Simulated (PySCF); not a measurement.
# Reproducing measurements on chlorobenzene

**Experimental background.**

From NIST CCCBDB Release 22 (SRD 101), experimental dipoles, for the gas: dipole moment 1.78 ± 0.06 D.

From NIST CCCBDB Release 22 (SRD 101), experimental polarizabilities, for the gas: mean polarisability 11.861 Å³.

The runs below try to reproduce these values; the comparison stands at the end.

Species: chlorobenzene, C6H5Cl.
Atom-mapped SMILES: `[Cl:1][c:2]1[cH:3][cH:4][cH:5][cH:6][cH:7]1` (hydrogens: H8 on C3; H9 on C4; H10 on C5; H11 on C6; H12 on C7)

Geometry (PBE0-D3(BJ)/def2-TZVP, Å), atoms numbered from 1 in this order:
```
atom  x, y, z in Å
Cl1    2.9925    0.0483   -0.5511
C2     1.2921    0.0180   -0.2393
C3     0.4509    0.8412   -0.9713
C4    -0.9114    0.8114   -0.7158
C5    -1.4257   -0.0307    0.2589
C6    -0.5703   -0.8482    0.9826
C7     0.7942   -0.8292    0.7381
H8     0.8631    1.4943   -1.7298
H9    -1.5730    1.4534   -1.2856
H10   -2.4911   -0.0497    0.4542
H11   -0.9642   -1.5090    1.7459
H12    1.4709   -1.4630    1.2968
```

Runs made with PySCF (gas phase, on this PBE0-D3(BJ)/def2-TZVP geometry; no spin–orbit coupling):

```tsv
level	job	basis functions
PBE0-D3(BJ)/def2-TZVP, grid level 2	geometry optimisation from a GFN2-xTB start shaken at random	253
B97-2/pcSseg-2	shieldings, ring-centre shieldings	329
KT3/pcSseg-2	shieldings, ring-centre shieldings	329
PBE0/pcSseg-2	shieldings, ring-centre shieldings, charges and field gradients	329
wB97X-D/pcSseg-2	shieldings, ring-centre shieldings	329
CAM-B3LYP/aug-cc-pVTZ	10 singlets by full TDDFT, 4 Tamm–Dancoff triplets, polarisability	441
PBE0/aug-cc-pVTZ	10 singlets by full TDDFT, 4 Tamm–Dancoff triplets, polarisability, dynamic polarisability	441
wB97X-D/aug-cc-pVTZ	10 singlets by full TDDFT, 4 Tamm–Dancoff triplets, polarisability, ΔSCF ions	441
```

## Comparison

**Dipole moment.** Measured: 1.78 D (NIST CCCBDB Release 22 (SRD 101), experimental dipoles).

```tsv
level	computed (D)	computed − measured (D)	% (from the printed values)
PBE0-D3(BJ)/def2-TZVP	1.67	-0.11	-6
B97-2/pcSseg-2	1.72	-0.06	-3
KT3/pcSseg-2	1.64	-0.14	-8
PBE0/pcSseg-2	1.72	-0.06	-3
wB97X-D/pcSseg-2	1.78	0.00	0
CAM-B3LYP/aug-cc-pVTZ	1.75	-0.03	-2
PBE0/aug-cc-pVTZ	1.71	-0.07	-4
wB97X-D/aug-cc-pVTZ	1.75	-0.03	-2
```

Closest is wB97X-D/pcSseg-2 (0.00 D), furthest KT3/pcSseg-2 (-0.14 D); one molecule doesn't rank methods. The computed dipoles belong to one fixed geometry; measured ones are averaged over vibrations unless marked μe. Magnitudes are compared, not signs.

**Mean polarisability.** Measured: 11.861 Å³ (NIST CCCBDB Release 22 (SRD 101), experimental polarizabilities).

```csv
level,computed (Å³),computed − measured (Å³),% (from the printed values)
CAM-B3LYP/aug-cc-pVTZ,12.284,+0.423,+4
PBE0/aug-cc-pVTZ,12.326,+0.465,+4
wB97X-D/aug-cc-pVTZ,12.289,+0.428,+4
```

Closest is CAM-B3LYP/aug-cc-pVTZ (+0.423 Å³), furthest PBE0/aug-cc-pVTZ (+0.465 Å³); one molecule doesn't rank methods. All 3 levels lie above the measurement. The computed values are static and purely electronic, with core orbitals frozen in the response (1 au = 0.148185 Å³). The table of measured values doesn't say here whether a value is static or optical, or holds a vibrational part.

The geometry is computed, not the measured one. Where a level misses, the cause wasn't examined.
